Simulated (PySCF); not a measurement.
Molecule: `InChI=1S/C3H6OS/c1-3(5)4-2/h1-2H3`.

Geometry:
```tsv
atom	x (Å)	y (Å)	z (Å)
C1	-0.541	-1.297	-0.608
O2	-1.093	0.001	-0.573
C3	-0.465	1.019	0.016
C4	0.871	0.741	0.638
S5	-1.170	2.489	0.029
H6	-1.264	-1.920	-1.150
H7	-0.403	-1.711	0.403
H8	0.421	-1.320	-1.144
H9	0.791	-0.028	1.424
H10	1.587	0.364	-0.112
H11	1.265	1.662	1.077
```

Geometry PBE0-D3(BJ)/def2-SVP throughout; GIAO in PySCF 2.14.0 with density-fitted response routines, gas phase, one conformer, non-relativistic; equivalent atoms averaged; functional PBE0.

(1) How do the absolute shieldings σ depend on the basis set? (ppm; last column core-seconds on shared hosts with different chips, so compare them loosely)

(2) Which nucleus moves most, in ppm?

(3) Taking the largest basis, pcSseg-2 (271 functions), as the yardstick, rank the others by their worst heavy-atom deviation.

## Answers

(1) 
```
    basis set  functions     C3     C1     C4     O2     S5  H6/H7/H8  H9/H10/H11  core-s
       STO-3G         35   85.5  184.8  207.1  201.6  -58.1     29.70       30.88     2.4
        6-31G         61  -15.7  144.2  167.9   89.1   67.5     28.45       29.89     4.8
     pcSseg-0         61  -42.0  132.6  158.6   76.4  -22.5     28.57       30.11     4.2
       6-31G*         86  -14.8  139.6  163.9  108.9   99.9     28.18       29.54     6.2
     def2-SVP        104  -20.1  140.0  164.4  115.1   85.4     27.76       28.97     6.8
      cc-pVDZ        104  -19.5  142.5  166.3  108.0  111.4     27.62       28.89     8.9
     pcSseg-1        122  -40.2  127.6  153.1   86.5    5.2     27.52       28.77     9.6
  aug-cc-pVDZ        173  -22.1  140.7  165.0  109.2  126.3     27.40       28.65      18
6-311+G(2d,p)        179  -35.8  130.4  155.6   90.1   23.8     27.66       28.86      17
    def2-TZVP        197  -39.2  129.7  155.1   90.7   -4.2     27.65       28.82      18
      cc-pVTZ        238  -37.0  130.7  156.0   92.2   70.1     27.47       28.64      30
     IGLO-III        244  -45.6  125.7  152.0   87.9   20.3     27.50       28.69      28
     pcSseg-2        271  -48.6  125.3  151.7   84.3   18.7     27.38       28.55      49
```

(2) S5 (thione sulfur): from -58.1 ppm with STO-3G to 126.3 ppm with aug-cc-pVDZ. The smallest spread is 2.32 ppm, at H6/H7/H8. Proton shifts span only some 12 ppm, so a few tenths of a ppm matter as much there as several ppm in carbon.

(3) IGLO-III 3.6 ppm (244 functions), 6-311+G(2d,p) 12.8 ppm (179 functions), pcSseg-1 13.5 ppm (122 functions), def2-TZVP 22.9 ppm (197 functions), pcSseg-0 41.1 ppm (61 functions), 6-31G 48.8 ppm (61 functions), cc-pVTZ 51.4 ppm (238 functions), def2-SVP 66.7 ppm (104 functions), 6-31G* 81.2 ppm (86 functions), cc-pVDZ 92.7 ppm (104 functions), aug-cc-pVDZ 107.6 ppm (173 functions), STO-3G 134.1 ppm (35 functions).

A small basis that lands close on one nucleus may do so by chance; judge by the trend and by all nuclei.
